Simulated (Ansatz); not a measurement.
**One shape, several levels: SiHF2 (SMILES F[SiH]F)**

Wanted: a comparison of 6 runs (U-r2SCAN0/STO-3G, U-wB97M-V/STO-3G, UBHLYP/STO-3G, UCAM-B3LYP/STO-3G, UBCCD(T)/STO-3G, FCI/STO-3G) of SiHF2. 

Program for the calculation: Ansatz 0.2.0.

66 further runs of the same task are left out: 9 that didn't finish, 57 set aside as unsound or not needed.

### 1 The system as given

The species is SiHF2 (4 atoms), meant as a doublet with charge 0. As SMILES, `F[SiH]F`. The Si2–F1 distance was set to 4.015 Å, away from the relaxed value. At this shape a bond of the SMILES string is far longer than usual.

Bond lengths: Si2–F3 1.606 Å, Si2–H4 1.439 Å. Angles: F3–Si2–H4 108.6°.

### 2 A single-point energy at U-r2SCAN0/STO-3G (run 1)

input.yaml

```yaml
crystal:
  periodic: [false, false, false]
  atoms:
    - symbol: F
      position_ang: [3.109460, 2.146781, -0.574065]
    - symbol: Si
      position_ang: [-0.028060, -0.342890, -0.301090]
    - symbol: F
      position_ang: [-1.234200, 0.716240, -0.252780]
    - symbol: H
      position_ang: [0.035310, -1.026330, 0.964150]
basis:
  gaussian:
    orbitals: STO-3G
magnetization:
  spin_polarized: true
  initial_magnetization: 1
hamiltonian:
  xc: {name: r2SCAN0}
accuracy: high
```

Started as:

```sh
$ ansatz run input.yaml --threads 1 --pin off --max-ram 2610MiB --events-out events.jsonl --progress --plain --runs-dir runs
```

Standard output:

```text
Warning: RAYON_NUM_THREADS=1 ignored (pool sized by the plan → 1); use --threads N
Functional definition: r2SCAN0
  name "r2SCAN0"
  parameter a = 0.25
  parameter k0 = 0.174
  parameter k1 = 0.065
  parameter a1 = 4.9479
  exchange = (1 - a)*r2scan_x(k0 = k0, k1 = k1, a1 = a1) + a*exact_x
  correlation = r2scan_c
318 factors; integrals over basis functions are off by at most 3.4e-8 eV
mean field evaluation 1: about -13137.6979 eV, gradient 1.3e1 eV
mean field evaluation 2: about -12755.6959 eV, gradient 1.2e1 eV
mean field evaluation 4: about -13136.9952 eV, gradient 1.6e1 eV
mean field evaluation 8: about -13150.2759 eV, gradient 1.8e0 eV
mean field evaluation 16: about -13150.3930 eV, gradient 6.9e-3 eV
mean field evaluation 32: about -13150.3949 eV, gradient 1.5e-2 eV
mean field -13150.39305466 eV, -483.2680311023 hartree, gradient 2.3e-8 eV, S^2 0.750001; 6 other end points of the search recorded, 0 dependent functions left out
reference -13150.39305510 eV, -483.2680311184 hartree; 17, 16 occupied and 3, 4 virtual orbitals, 318 factors
Total energy: -13150.39305510 eV, -483.2680311184 hartree
```

It took 20 s on 1 thread of Intel Xeon 6975P-C (Granite Rapids), shared host; peak memory 0.23 GiB.

### 3 A single-point energy at U-wB97M-V/STO-3G (run 2)

molecule.yaml

```yaml
crystal:
  periodic: [false, false, false]
  atoms:
    - {symbol: F, position_ang: [3.109460, 2.146781, -0.574065]}
    - {symbol: Si, position_ang: [-0.028060, -0.342890, -0.301090]}
    - {symbol: F, position_ang: [-1.234200, 0.716240, -0.252780]}
    - {symbol: H, position_ang: [0.035310, -1.026330, 0.964150]}
basis:
  gaussian: {orbitals: STO-3G}
magnetization: {spin_polarized: true, initial_magnetization: 1}
hamiltonian: {xc: {name: wB97M-V}}
accuracy: high
```

Started as:

```sh
$ ansatz run molecule.yaml --threads 1 --pin off --max-ram 2610MiB --events-out events.jsonl --progress --plain --runs-dir runs
```

Standard output, shortened:

```text
Warning: RAYON_NUM_THREADS=1 ignored (pool sized by the plan → 1); use --threads N
Functional definition: wB97M-V
  name "wB97M-V"
[...]
  gx(w, u) = 1 - cx + cx01*u + cx10*w
  gss(w, u) = css00 + css04*u^4 + css10*w + css20*w^2 + css43*w^4*u^3
  gos(w, u) = cos00 + cos10*w + (cos20 + cos21*u)*w^2 + (cos60 + cos61*u)*w^6
[...]
      + integral(e_c_pw_mod_opposite_spin*gos(b97_w_opposite, b97_u_opposite)) + vv10(b, c)
318 factors; integrals over basis functions are off by at most 3.4e-8 eV
138 factors; integrals over basis functions are off by at most 9.0e-10 eV
[...]
mean field -13153.22152262 eV, -483.3719753824 hartree, gradient 5.2e-8 eV, S^2 0.750000; 6 other end points of the search recorded, 0 dependent functions left out
reference -13153.22152456 eV, -483.3719754538 hartree; 17, 16 occupied and 3, 4 virtual orbitals, 318 factors
Total energy: -13153.22152456 eV, -483.3719754538 hartree
```

Wall time 59 s (1 thread of Intel Xeon 6975P-C (Granite Rapids), shared host); peak memory 0.49 GiB.

Runs 3 to 5 aren't shown in full; the table further down has their settings and results.

### 4 A single-point energy at FCI/STO-3G (run 6)

job.yaml

```yaml
crystal:
  periodic: [false, false, false]
  atoms:
    - symbol: F
      position_ang: [3.109460, 2.146781, -0.574065]
    - symbol: Si
      position_ang: [-0.028060, -0.342890, -0.301090]
    - symbol: F
      position_ang: [-1.234200, 0.716240, -0.252780]
    - symbol: H
      position_ang: [0.035310, -1.026330, 0.964150]
basis:
  gaussian: {orbitals: STO-3G}
magnetization: {spin_polarized: true, initial_magnetization: 1}
correlation: {method: fci, frozen_orbitals: {F: 1, H: 0, Si: 5}}
accuracy: high
```

Started as:

```sh
$ ansatz run job.yaml --threads 1 --pin off --max-ram 2610MiB --events-out events.jsonl --progress --plain --runs-dir runs
```

Standard output, shortened:

```text
Warning: RAYON_NUM_THREADS=1 ignored (pool sized by the plan → 1); use --threads N
Functional definition: HF
  name "HF"
[...]
318 factors; integrals over basis functions are off by at most 3.4e-8 eV
[...]
mean field -13119.85952651 eV, -482.1459446392 hartree, gradient 2.9e-8 eV, S^2 0.804387; 11 other end points of the search recorded, 0 dependent functions left out
7 core orbitals not correlated: weight in the atoms' cores, before any rotation towards them, 1.000 or more for the frozen orbitals, at most 0.000 for the correlated occupied ones
reference -13119.85770647 eV, -482.1458777537 hartree; 10, 9 occupied and 3, 4 virtual orbitals, 318 factors
state -13121.83745893 eV, -482.2186323147 hartree
Total energy: -13121.83745893 eV, -482.2186323147 hartree
```

Wall time 3.3 s (1 thread of Intel Xeon 6975P-C (Granite Rapids), shared host); peak memory 0.13 GiB.

### 5 Overview of the runs

```tsv
run	level	frozen core orbitals	energy (Eh)	⟨S²⟩	wall time
1	U-r2SCAN0/STO-3G	–	-483.268031	0.750	20 s
2	U-wB97M-V/STO-3G	–	-483.371975	0.750	59 s
3	UBHLYP/STO-3G	–	-483.307573	0.750	6.3 s
4	UCAM-B3LYP/STO-3G	–	-483.238942	0.750	6.6 s
5	UBCCD(T)/STO-3G	7	-482.217978	0.804	1.2 s
6	FCI/STO-3G	7	-482.218632	–	3.3 s
```

### 6 Outcome

| quantity | value |
| --- | --- |
| run 6: total energy | -482.21863 Eh |
| run 6: correlation energy (7 core orbitals frozen) | -72.8 mEh |

**Reading.** Against full CI in this basis: UBCCD(T) +0.7 mEh. Totals of different functionals can't be ranked against each other. In runs 1, 2, 3, 4, 5, 6 the basis is minimal, so the values are rough. All runs together took 97 s, the longest 59 s.
